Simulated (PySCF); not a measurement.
Compound: Cl₂.
Geometry (BHandHLYP/6-31+G*, Å), atoms numbered from 1 in this order:
```
atom  x, y, z in Å
Cl1    0.9606   -0.1644    0.2459
Cl2   -0.9580    0.1657   -0.2601
```

Computed with PySCF, BHandHLYP/6-31+G* geometry optimisation, gas phase.

Masses are those of the commonest isotopes; rigid-rotor values at the optimised geometry. 

What are the moment of inertia and the rotational constant?

I = 70.745 u·Å², B = 505379 MHz·u·Å²/I = 7144 MHz (0.2383 cm⁻¹, or 0.343 K as hB/k). For two atoms I = μr² with μ = 17.4844 u and r = 2.0115 Å.

List the first levels of a rigid rotor in a Σ state.

E(J) = BJ(J+1): J = 1: 0.477, J = 2: 1.430, J = 3: 2.859, J = 4: 4.766, J = 5: 7.149, J = 6: 10.008 cm⁻¹.

Has it a pure rotational spectrum?

Not by electric dipole: D∞h allows no dipole (computed 0.00 D). Rotational Raman lines (ΔJ = 2) lie at B(4J + 6), spaced by 4B = 0.953 cm⁻¹, with nuclear-spin weights that differ between even and odd J.

Whether it is a minimum is left open (no frequencies). Constants of a rigid frame at the computed geometry: no zero-point averaging, no centrifugal distortion.

The run took 1.0 s of wall time on an Arm Neoverse V1 with one thread, shared host with 32 logical CPUs at a one-minute load of 10, and the process peaked at 0.24 GiB of memory. These figures are those of the optimisation.
